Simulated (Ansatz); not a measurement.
# ClH2: the cost of one run

The runs use Ansatz 0.2.0; UKS PBE0-D4/def2-TZVP.

**1. Reference run: H2Cl radical, relaxed**

File input.yaml:

```yaml
crystal:
  periodic: [false, false, false]
  atoms:
    - { symbol: H, position_ang: [0.2877, -0.3292, -0.5271] }
    - { symbol: H, position_ang: [-0.5963, -0.5728, -0.2079] }
    - { symbol: Cl, position_ang: [0.3086, 0.9021, 0.7351] }
magnetization:
  spin_polarized: true
  initial_magnetization: 1
basis:
  gaussian: { orbitals: def2-TZVP }
hamiltonian:
  xc: pbe0
  dispersion: d4
output:
  forces: true
relax:
  f_tol: 0.02
  max_steps: 120
  constraints: [{ distance: [0, 2] }, { distance: [0, 1] }]
  escape_saddle: false
```

Launch:

```sh
$ ansatz run input.yaml --threads 1 --pin off --max-ram 2560MiB --backend cpu --events-out ev --progress --plain --runs-dir out
```

What time and memory should one allow on 1 thread of Arm Neoverse V2, shared host?

About 5.9 s, with a peak of 0.091 GiB.
